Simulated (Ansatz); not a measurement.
## What each rung costs, and what it gives

Saddle point of CH8AlN, closed shell (CH₅N ([CH3][NH2]) + AlH₃ → CH₆AlN ([CH3][NH][AlH2]) + H₂; bonds formed: H2–H5; dative contacts that become bonds: Al1–N6; bonds broken: Al1–H2, H5–N6), PBE0-D4/def2-TZVP structure:

Al1  (-0.058, -1.190, 0.954)
H2  (1.690, -1.009, 0.451)
H3  (-0.705, -2.270, -0.009)
H4  (-0.051, -1.264, 2.537)
H5  (1.232, -0.151, 0.295)
N6  (-0.005, 0.574, 0.271)
C7  (-0.428, 0.928, -1.072)
H8  (-0.061, 1.353, 0.912)
H9  (0.076, 1.827, -1.436)
H10  (-1.510, 1.090, -1.145)
H11  (-0.180, 0.112, -1.758)
(Å)

Barriers are electronic and count from the start structure reached by relaxing down the imaginary mode.

Computed with Ansatz 0.2.0 (basis: as named in each row); correlated methods freeze the cores. B3LYP uses VWN-RPA correlation. Extrapolation: Hartree–Fock as exp(−7.88 √X), correlation as X^−2.97.

Times are rough, for one single point on 2 threads of a shared host (Intel Xeon 6975P-C).

The estimate by CCSD(T) at an estimated basis limit (MP2 extrapolated from triple and quadruple zeta, plus CCSD(T) − MP2 in triple zeta) is 34.16 kcal/mol.

```tsv
method	basis	time (s)	barrier (kcal/mol)	method less estimate
SPW92	def2-TZVPP	1	25.09	-9.06
PBE-D4	def2-TZVPP	1	27.82	-6.34
BLYP-D4	def2-TZVPP	2	29.18	-4.98
B3LYP-D4	def2-TZVPP	2	32.04	-2.12
PBE0-D4	def2-TZVPP	2	31.52	-2.64
BHLYP-D4	def2-TZVPP	2	36.54	2.39
CAM-B3LYP-D4	def2-TZVPP	2	33.60	-0.56
r2SCAN-D4	def2-TZVPP	2	29.75	-4.40
r2SCAN0-D4	def2-TZVPP	3	32.59	-1.57
RPA on PBE	def2-TZVPP	3	34.70	0.54
B2PLYP	def2-TZVPP	4	33.09	-1.06
PBE-QIDH	def2-TZVPP	4	33.92	-0.24
wB97M-V	def2-TZVPP	5	34.15	-0.01
B97M-V	def2-TZVPP	6	34.09	-0.07
wB97X-V	def2-TZVPP	6	34.67	0.52
MP2	def2-QZVPP	16	32.55	-1.61
CCSD(T)	def2-TZVPP	24	35.09	0.93
```

All methods are single points on the PBE0-D4 structures.

T1 diagnostic: at most 0.011.

The step is the kind of exchange with an N–H group that builds nitride films in atomic layer and chemical vapour deposition.

Labels in which every atom is bracketed show which atoms are joined, not bond orders.
